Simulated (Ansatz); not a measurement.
Results of r²SCAN in Ansatz (plane waves, PAW) for LaOBiS₂ (P4/nmm, No. 129; cell taken from a computed entry).

Run with plane-wave cutoff 560 eV, 8×8×4 k mesh (along the axes of the cell as run), Fermi–Dirac smearing 0.01 eV, scalar-relativistic PAW data made under PBE.

Cell (relaxed with PBEsol):

```xyz
10
Lattice="4.0029 0.0000 0.0000 0.0000 4.0029 0.0000 0.0000 0.0000 13.9179" Properties=species:S:1:pos:R:3 pbc="T T T"
La     2.0015     0.0000     8.2039
La     0.0000     2.0015     5.7140
Bi     0.0000     2.0015    12.1091
Bi     2.0015     0.0000     1.8088
S      2.0015     0.0000    12.4373
S      0.0000     2.0015     1.4806
S      0.0000     2.0015     9.6096
S      2.0015     0.0000     4.3083
O      0.0000     0.0000     6.9589
O      2.0015     2.0015     6.9589
```

Predict the band gap and Γ–Γ gap.


band gap: 1.10 eV
Γ–Γ gap: 3.99 eV

Note: cell and atoms aren't relaxed at this level (largest force component 0.24 eV/Å, pressure 2.6 GPa); the cell has widely spaced layers and the level no dispersion term, so their spacing and the moduli can rest on weak binding.

Spin–orbit coupling is not included; with these elements it can move the gap by several tenths of an eV or more.

Computing time: roughly 2.0 core-minutes.

Ansatz is a program for electronic structure.
